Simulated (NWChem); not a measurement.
System: propyne (C3H4); SMILES C(#C)C

NWChem input:

```
start job
memory heap 200 mb stack 900 mb global 1100 mb
geometry units angstroms noautosym nocenter noautoz
  C     -0.000328    -1.232770    -0.001813
  C     -0.001502     0.220758     0.000005
  C     -0.002452     1.431562    -0.001731
  H     -0.754431    -1.627177    -0.700458
  H     -0.226679    -1.631468     0.999233
  H      0.981209    -1.627193    -0.307400
  H     -0.005144     2.505555    -0.005438
end
basis spherical
  * library def2-svp
end
dft
  xc hfexch
  iterations 150
end
tddft
  cis
  nroots 6
  notriplet
end
task tddft energy
```

Parts of the log:

```
             Northwest Computational Chemistry Package (NWChem) 7.3.0
             --------------------------------------------------------

                             Geometry "geometry" -> ""
                             -------------------------

 Output coordinates in angstroms (scale by  1.889725989 to convert to a.u.)

  No.       Tag          Charge          X              Y              Z
 ---- ---------------- ---------- -------------- -------------- --------------
    1 C                    6.0000    -0.00032800    -1.23277000    -0.00181300
    2 C                    6.0000    -0.00150200     0.22075800     0.00000500
    3 C                    6.0000    -0.00245200     1.43156200    -0.00173100
    4 H                    1.0000    -0.75443100    -1.62717700    -0.70045800
    5 H                    1.0000    -0.22667900    -1.63146800     0.99923300
    6 H                    1.0000     0.98120900    -1.62719300    -0.30740000
    7 H                    1.0000    -0.00514400     2.50555500    -0.00543800

 Effective nuclear repulsion energy (a.u.)      58.5541171094

  xc_inp: hfexch multiplicative factor not found.

                                 NWChem DFT Module
                                 -----------------

 Summary of "ao basis" -> "ao basis" (spherical)
 ------------------------------------------------------------------------------
       Tag                 Description            Shells   Functions and Types
 ---------------- ------------------------------  ------  ---------------------
 C                          def2-svp                 6       14   3s2p1d
 H                          def2-svp                 3        5   2s1p

            General Information
            -------------------
          SCF calculation type: DFT
          Wavefunction type:  closed shell.
          No. of atoms     :     7
          No. of electrons :    22
           Alpha electrons :    11
            Beta electrons :    11
          Charge           :     0
          Spin multiplicity:     1
          Use of symmetry is: off; symmetry adaption is: off
          Maximum number of iterations: 150
          AO basis - number of functions:    62
                     number of shells:    30
          Convergence on energy requested:  1.00D-06
          Convergence on density requested:  1.00D-05
          Convergence on gradient requested:  5.00D-04

              XC Information
              --------------
                     Hartree-Fock (Exact) Exchange  1.000

[...]

                                NWChem TDDFT Module
                                -------------------

            General Information
            -------------------
           No. of orbitals :     124
            Alpha orbitals :      62
             Beta orbitals :      62
        Alpha frozen cores :       0
         Beta frozen cores :       0
     Alpha frozen virtuals :       0
      Beta frozen virtuals :       0
         Spin multiplicity :       1
    Number of AO functions :      62
        Use of symmetry is : off
      Symmetry adaption is : off
         Schwarz screening :  0.10D-07

              XC Information
              --------------
              Hartree-Fock (Exact) Exchange   1.00

             TDDFT Information
             -----------------
          Calculation type : CIS
         Wavefunction type : Restricted singlets
          No. of electrons :      22
           Alpha electrons :      11
            Beta electrons :      11
              No. of roots :       6
          Max subspacesize :    5200
            Max iterations :     100
               Target root :       1
           Target symmetry : none
      Symmetry restriction : off
                 Algorithm : Optimal
        Davidson threshold :  0.10D-03

    6 smallest eigenvalue differences (eV)
--------------------------------------------------------
  No. Spin  Occ  Vir  Irrep   E(Occ)    E(Vir)   E(Diff)
--------------------------------------------------------
    1    1   11   12 a        -0.383     0.184    15.424
    2    1   10   12 a        -0.383     0.184    15.425
    3    1   11   13 a        -0.383     0.201    15.886
    4    1   11   14 a        -0.383     0.201    15.887
    5    1   10   13 a        -0.383     0.201    15.887
    6    1   10   14 a        -0.383     0.201    15.887
--------------------------------------------------------

  Entering Davidson iterations
  Restricted singlet excited states

  Iter   NTrls   NConv    DeltaV     DeltaE      Time
  ----  ------  ------  ---------  ---------  ---------
    1      6       0     0.22E+00   0.10+100        0.2
    2     12       0     0.42E-01   0.53E-01        0.2
    3     18       0     0.13E-01   0.29E-02        0.2
    4     24       0     0.68E-02   0.28E-03        0.2
    5     30       0     0.15E+00   0.11E-01        0.2
    6     36       3     0.46E-01   0.34E-01        0.2
    7     39       3     0.21E-01   0.19E-02        0.2
    8     42       3     0.65E-02   0.37E-03        0.2
    9     45       3     0.18E-02   0.23E-04        0.2
   10     48       3     0.38E-03   0.15E-05        0.2
   11     51       4     0.15E-03   0.92E-07        0.2
   12     53       6     0.46E-04   0.10E-07        0.2
  ----  ------  ------  ---------  ---------  ---------
  Convergence criterion met

  Ground state a        -115.780399365996 a.u.

  ----------------------------------------------------------------------------
  Root   1 singlet a              0.239346562 a.u.                6.5130 eV
  ----------------------------------------------------------------------------
     Transition Moments    X  0.00007   Y  0.00000   Z -0.00011
     Dipole Oscillator Strength                    0.0000000029
     Electric Quadrupole                           0.0000000000
     Magnetic Dipole                               0.0000000138
     Total Oscillator Strength                     0.0000000166

[...]
```

Level: Hartree-Fock/def2-SVP, CIS. All runs use the structure optimised with PBE0/def2-SVP.
